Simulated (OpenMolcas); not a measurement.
**C2H4F2 (1,1-difluoroethane): HF/ANO-R2 (sfX2C, RICD fitting, fitting threshold 1e-06)**

Aim: the energy change on altering one bond length of C2H4F2 (1,1-difluoroethane) at HF/ANO-R2 (sfX2C, RICD fitting, fitting threshold 1e-06), from 2 runs. 

Program for the calculation: OpenMolcas 26.06.

## (1) The system as given

The species is C2H4F2 (8 atoms), meant as a singlet with charge 0. As SMILES, `CC(F)F`. The shape is that of a PBE0-D4/def2-TZVP optimisation.

Bond lengths: C1–C2 1.497 Å, C2–F3 1.361 Å, C2–F4 1.361 Å, C1–H5 1.091 Å, C1–H6 1.091 Å, C1–H7 1.090 Å, C2–H8 1.095 Å. Some angles: C1–C2–F3 110.3°, C1–C2–F4 110.3°, F3–C2–F4 107.0°, C1–C2–H8 114.0°, F3–C2–H8 107.5°, F4–C2–H8 107.5°, C2–C1–H5 109.4°, C2–C1–H6 109.9°, C2–C1–H7 109.9°, H5–C1–H6 109.3°.

## (2) A single-point energy at HF/ANO-R2 (sfX2C, RICD fitting, fitting threshold 1e-06)

The input, job.inp:

```
* C2H4F2 Hartree-Fock
>>> EXPORT MOLCAS_PRINT=2

&GATEWAY
 Coord
 8
 bohr
 C      0.00623610     1.46945103     0.04403062
 C     -0.09826576    -1.35720130    -0.01549575
 F      1.74894153    -2.34968546     1.47228562
 F      0.31785193    -2.21494799    -2.40354266
 H      1.85457722     2.10118648    -0.61491688
 H     -0.29706495     2.14068175     1.96871668
 H     -1.45697884     2.24990792    -1.17918910
 H     -1.90125345    -2.14748477     0.62266476
 Basis=ANO-R2
 Group=NoSym
 RICD
 CDThreshold=1e-06

&SEWARD

&SCF
 PrOrbitals=1 1
```

On the command line:

```sh
export MOLCAS_MEM=1860
pymolcas job.inp > job.log
```

The program printed:

```text
--- Start Module: gateway ---
[...]
--- Stop Module: gateway /rc=_RC_ALL_IS_WELL_ ---
[...]
--- Start Module: seward ---
[...]
      Basis functions          188
--- Stop Module: seward /rc=_RC_ALL_IS_WELL_ ---
[...]
--- Start Module: scf ---
[...]
       Convergence after  10 Iterations
[...]
::    Total SCF energy                               -277.2780609352
[...]
      Total spin, S                                     0.0000000000
[...]
      Total electronic charge=   34.000000
      Total            charge=   -0.000000
[...]
      Dipole Moment (debye):
      Origin of the operator (angstrom)=    0.2913   -0.6491   -0.1326
                   X= -1.6125E+00               Y=  1.7589E+00               Z=  6.5699E-01           Total=  2.4750E+00
      Quadrupole Moment (debye*angstrom):
[...]
--- Stop Module: scf /rc=_RC_ALL_IS_WELL_ ---
[...]
```

Wall time 60 s (1 thread of Intel Xeon Platinum 8259CL at 2.50GHz (Skylake/Cascade Lake), shared host); peak memory 0.28 GiB.

## (3) The distorted shape

The input, job.inp:

```
&GATEWAY
  Coord
  8
  bohr
  C     -0.91740534     1.96571390    -0.69989031
  C     -1.02190720    -0.86093844    -0.75941668
  F      1.74894153    -2.34968546     1.47228562
  F     -0.60578950    -1.71868512    -3.14746358
  H      0.93093578     2.59744935    -1.35883781
  H     -1.22070638     2.63694462     1.22479575
  H     -2.38062028     2.74617079    -1.92311003
  H     -2.82489489    -1.65122190    -0.12125617
  Basis
  ANO-R2
  Group
  NoSym
  RICD
  CDThreshold
  1e-06

&SEWARD

&SCF
  PrOrbitals
  1 1
```

On the command line:

```sh
export MOLCAS_MEM=1860
pymolcas job.inp > job.log
```

The program printed:

```text
--- Start Module: gateway ---
[...]
--- Stop Module: gateway /rc=_RC_ALL_IS_WELL_ ---
--- Start Module: seward ---
[...]
      Basis functions          188
--- Stop Module: seward /rc=_RC_ALL_IS_WELL_ ---
[...]
--- Start Module: scf ---
[...]
       Convergence after  13 Iterations
[...]
::    Total SCF energy                               -277.1520845177
[...]
      Total spin, S                                     0.0000000000
[...]
      Total electronic charge=   34.000000
      Total            charge=   -0.000000
[...]
      Dipole Moment (debye):
      Origin of the operator (angstrom)=   -0.0568   -0.4621   -0.4130
                   X= -4.2531E+00               Y=  3.5944E+00               Z= -1.7136E+00           Total=  5.8262E+00
      Quadrupole Moment (debye*angstrom):
[...]
--- Stop Module: scf /rc=_RC_ALL_IS_WELL_ ---
[...]
```

Wall time 65 s (1 thread of Intel Xeon Platinum 8259CL at 2.50GHz (Skylake/Cascade Lake), shared host); peak memory 0.28 GiB.

## (4) Results

Level: HF/ANO-R2 (sfX2C, RICD fitting, fitting threshold 1e-06).

```
                                                         quantity          value
                                        first shape: total energy  -277.27806 Eh
                                       first shape: dipole moment         2.47 D
                                         first shape: HOMO energy      -14.02 eV
                                         first shape: LUMO energy        2.05 eV
                                       first shape: HOMO–LUMO gap       16.07 eV
                                    distorted shape: total energy  -277.15208 Eh
                                   distorted shape: dipole moment         5.83 D
                                     distorted shape: HOMO energy      -13.35 eV
                                     distorted shape: LUMO energy        1.45 eV
                                   distorted shape: HOMO–LUMO gap       14.81 eV
energy change with the C2–F3 bond stretched from 1.361 to 2.041 Å       3.428 eV
```

**Reading.** With the C2–F3 bond stretched from 1.361 to 2.041 Å the energy rises by 3.43 eV (79 kcal/mol). The first shape isn't relaxed at this level, so the change isn't measured from a minimum. Mulliken charges (first shape) run from -0.30 on F3 to +0.43 on C2; they depend strongly on the basis. Mulliken charges (distorted shape) run from -0.52 on F3 to +0.44 on C2; they depend strongly on the basis.
